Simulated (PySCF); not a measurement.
# First hyperpolarisability: `Nc1cc1=O`, C$_{3}$H$_{3}$NO

Cartesian coordinates in Å; atom numbers follow the order of the lines, from 1:
```xyz
8

N     1.4293   -0.0640    0.1395
C     0.1105   -0.0268    0.0188
C    -0.9718    0.6976   -0.3963
C    -1.2220   -0.5705    0.1585
O    -1.9219   -1.4761    0.5125
H     1.8802   -0.8681    0.5421
H     2.0052    0.7072   -0.1620
H    -1.3005    1.6102   -0.8378
```

Method: PySCF, quadratic response CAM-B3LYP/def2-SVPD first hyperpolarisability, Taylor convention, gas phase. Geometry: GFN2-xTB.

Task: Give β for the processes computed.

Result: In 10⁻³⁰ esu, Taylor convention; the vector part is βᵢ = ⅓ Σⱼ (βᵢⱼⱼ + βⱼᵢⱼ + βⱼⱼᵢ); β∥ is 3/5 of the vector part along the dipole, the dipole points from − to +:
```
                   process  λ (nm)  β vector norm     β∥  β HRS  depolarisation ratio
           static β(0;0,0)       ∞           1.29  -0.47   0.49                  6.90
second harmonic β(−2ω;ω,ω)    1064           1.48  -0.54   0.57                  6.88
         Pockels β(−ω;ω,0)    1064           1.35  -0.49      –                     –
```

Task: Which lowest excitations, dipole and polarisabilities go with it?

Result: S1 5.34 eV (f = 0.000); S2 6.14 eV (f = 0.010); S3 6.27 eV (f = 0.001); dipole 5.96 D; isotropic α 45.4 au static, 45.8 au at 1064 nm, 47.2 au at 532 nm.
